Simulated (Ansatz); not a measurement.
# C4H7N: the cost of one run

Method: the levels named in each step, in Ansatz 0.2.0.

### Step 1. The structure to begin with

Bond lengths: C1–C2 1.523 Å, C2–C3 1.534 Å, C3–C4 1.440 Å, C4–N5 1.143 Å, C1–H6 1.082 Å, C1–H7 1.087 Å, C1–H8 1.095 Å, C2–H9 1.098 Å, C2–H10 1.086 Å, C3–H11 1.093 Å, C3–H12 1.095 Å. Angles (14 of 19 angles, heavy atoms first): C1–C2–C3 111.0°, C2–C3–C4 111.2°, C3–C4–N5 179.2°, C1–C2–H9 109.7°, C1–C2–H10 109.9°, C3–C2–H9 108.8°, C3–C2–H10 109.6°, C2–C1–H6 110.9°, C2–C1–H7 110.3°, C2–C1–H8 110.6°, C2–C3–H11 110.5°, C2–C3–H12 109.9°, C4–C3–H11 108.2°, C4–C3–H12 108.5°.

Coordinates:

```xyz
12

C    -2.2506   -0.7953   -0.3720
C    -1.1050    0.1495   -0.0322
C     0.2490   -0.5637   -0.1448
C     1.3351    0.3243    0.1795
N     2.1870    1.0405    0.4407
H    -2.1564   -1.1667   -1.3839
H    -3.2037   -0.2801   -0.2826
H    -2.2594   -1.6507    0.3109
H    -1.2246    0.5221    0.9940
H    -1.1217    1.0059   -0.7003
H     0.2897   -1.4176    0.5370
H     0.3932   -0.9312   -1.1662
```

### Step 2. A rough first relaxation, PBE-D4/def2-SVP

This run stands in another session on the same molecule. It ended at:

```xyz
12

C    -2.2679   -0.8014   -0.3707
C    -1.1186    0.1456   -0.0277
C     0.2565   -0.5454   -0.1388
C     1.3796    0.3340    0.1835
N     2.2641    1.0554    0.4466
H    -2.1802   -1.1875   -1.4077
H    -3.2468   -0.2892   -0.2861
H    -2.2887   -1.6779    0.3100
H    -1.2388    0.5419    1.0024
H    -1.1316    1.0288   -0.7006
H     0.2988   -1.4275    0.5373
H     0.4061   -0.9399   -1.1679
```

### Step 3. Relaxation, HF/STO-3G

File input.yaml:

```yaml
crystal:
  periodic: [false, false, false]
  atoms:
    - { symbol: C, position_ang: [-2.26789692, -0.80144792, -0.37073759] }
    - { symbol: C, position_ang: [-1.11857628, 0.14564234, -0.02773214] }
    - { symbol: C, position_ang: [0.25651811, -0.54535011, -0.13879358] }
    - { symbol: C, position_ang: [1.37956897, 0.33398601, 0.18352586] }
    - { symbol: "N", position_ang: [2.26405033, 1.05541536, 0.44661021] }
    - { symbol: H, position_ang: [-2.1802149, -1.18753966, -1.40772282] }
    - { symbol: H, position_ang: [-3.24678503, -0.28922567, -0.28614936] }
    - { symbol: H, position_ang: [-2.28867149, -1.67788169, 0.30999713] }
    - { symbol: H, position_ang: [-1.23877529, 0.54189213, 1.00244034] }
    - { symbol: H, position_ang: [-1.13164668, 1.02881032, -0.70061105] }
    - { symbol: H, position_ang: [0.29879057, -1.42753889, 0.5373046] }
    - { symbol: H, position_ang: [0.4060886, -0.93988221, -1.1679116] }
basis:
  gaussian: { orbitals: STO-3G }
hamiltonian:
  xc: hf
relax:
  f_tol: 0.002
  max_steps: 150
```

Started as:

```
ansatz run input.yaml --threads 4 --pin off --max-ram 10240MiB --backend cpu --events-out ev --progress --plain --runs-dir out
```

What time and memory should one allow on 4 threads of Intel Xeon at 2.50GHz (Skylake/Cascade Lake), shared host?

About 5.6 s, with a peak of 0.1 GiB.
